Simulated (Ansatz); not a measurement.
Frontier orbitals of C5H10O, SMILES `CCC(=O)CC`.

Charge 0, multiplicity 1. The structure was optimised at the PBE0-D4/def2-TZVP level. It is one conformer, not always the lowest. Basis def2-TZVPP, the Gaussian-basis code of Ansatz.

| functional | HOMO (eV) | LUMO (eV) |
| --- | --- | --- |
| HF | -11.04 | 3.37 |

**Question.** Give HOMO and LUMO (eV) with LDA (SPW92), PBE, revPBE, BLYP, r2SCAN, B97M-V, PBE0, B3LYP, r2SCANh, r2SCAN0, HSE06 (plane-wave form), BHLYP, CAM-B3LYP, LC-ωPBE, ωB97X-V, ωB97M-V. (An estimate is asked.)

**Answer.** Computed: 
| functional | HOMO | LUMO |
| --- | --- | --- |
| LDA (SPW92) | -5.73 | -1.64 |
| PBE | -5.55 | -1.41 |
| revPBE | -5.48 | -1.32 |
| BLYP | -5.47 | -1.29 |
| r2SCAN | -5.84 | -1.14 |
| B97M-V | -6.03 | -1.04 |
| PBE0 | -7.13 | -0.23 |
| B3LYP | -6.90 | -0.52 |
| r2SCANh | -6.44 | -0.71 |
| r2SCAN0 | -7.34 | -0.07 |
| HSE06 (plane-wave form) | -6.72 | -0.62 |
| BHLYP | -8.68 | 1.02 |
| CAM-B3LYP | -8.61 | 0.97 |
| LC-ωPBE | -9.89 | 2.23 |
| ωB97X-V | -9.59 | 2.13 |
| ωB97M-V | -9.55 | 2.01 |

B3LYP here is the variant with VWN-RPA as its local correlation; programs differ in this. LC-ωPBE has ω = 0.4 bohr⁻¹. Positive LUMOs are unbound and depend on the basis.
